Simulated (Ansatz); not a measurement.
```yaml
crystal:
  periodic: [false, false, false]
  atoms:
    - {symbol: C, position_ang: [0.187935, 0.220007, -0.771549]}
    - {symbol: C, position_ang: [0.352019, -0.552899, -0.337601]}
    - {symbol: C, position_ang: [0.085930, -0.680381, 0.323824]}
    - {symbol: C, position_ang: [-0.153676, 0.209708, 0.617608]}
    - {symbol: C, position_ang: [0.128972, 0.775278, -0.030284]}
    - {symbol: H, position_ang: [0.162535, 0.555521, -1.422893]}
    - {symbol: H, position_ang: [0.225774, -1.159662, -0.813478]}
    - {symbol: H, position_ang: [0.016529, -1.370466, 0.600967]}
    - {symbol: H, position_ang: [-0.439382, 0.366807, 1.476016]}
    - {symbol: H, position_ang: [-0.138013, 1.642254, 0.076747]}
basis:
  gaussian: {orbitals: x2c-TZVPPall, final_grid: {core_spheres: 5, valence_spheres: 4, degree: 11}}
magnetization: {spin_polarized: true, initial_magnetization: 1}
hamiltonian: {xc: {name: PBE}, dispersion: d4}
output: {forces: true}
```

```sh
$ ansatz run in.yaml --threads 2 --pin off --events-out ev --progress --plain --max-ram 22528MiB --backend cpu
```

Output, abridged:

```
Functional definition: PBE
1195 factors; their error is unknown
mean field evaluation 1: about -5029.4207 eV, gradient 1.8e2 eV
mean field evaluation 2: about -4282.7218 eV, gradient 3.9e2 eV
mean field evaluation 4: about -5134.1049 eV, gradient 1.8e1 eV
mean field evaluation 8: about -5135.8476 eV, gradient 7.9e-1 eV
mean field evaluation 16: about -5135.8540 eV, gradient 1.5e-2 eV
mean field -5135.85400736 eV, -188.7391535636 hartree, gradient 2.3e-5 eV, S^2 0.751489; 3 other end points of the search recorded, 0 dependent functions left out
reference -5135.85404631 eV, -188.7391549949 hartree; 18, 17 occupied and 207, 208 virtual orbitals, 1195 factors
Total energy: -5136.04892221 eV, -188.7463165522 hartree
Relativity: scalar
Atom 0 at     0.187935     0.220007    -0.771549 Å, force    -1.933010    28.925058   -87.176061 eV/Å
Atom 1 at     0.352019    -0.552899    -0.337601 Å, force   104.893887   -33.765568  -177.800032 eV/Å
Atom 2 at     0.085930    -0.680381     0.323824 Å, force   -64.232470   -88.152605   204.803144 eV/Å
Atom 3 at    -0.153676     0.209708     0.617608 Å, force   -42.566136     3.264903    90.597283 eV/Å
Atom 4 at     0.128972     0.775278    -0.030284 Å, force    17.638670   114.634302    -1.127090 eV/Å
Atom 5 at     0.162535     0.555521    -1.422893 Å, force    -0.620932    14.003115   -34.416296 eV/Å
Atom 6 at     0.225774    -1.159662    -0.813478 Å, force    -1.731209   -22.403385   -19.332628 eV/Å
Atom 7 at     0.016529    -1.370466     0.600967 Å, force    -5.215590   -29.709773    15.104288 eV/Å
Atom 8 at    -0.439382     0.366807     1.476016 Å, force    -4.596819     2.307559     9.478896 eV/Å
Atom 9 at    -0.138013     1.642254     0.076747 Å, force    -1.636392    10.896395    -0.131505 eV/Å
Dipole moment:    -0.063192    -0.139833    -0.067179 e Å
```

(1) What is wrong with this run?

Results:

(1) The geometry is squeezed to about two thirds of its size. Self-consistency was reached. The result belongs to that input, not to the molecule as meant.
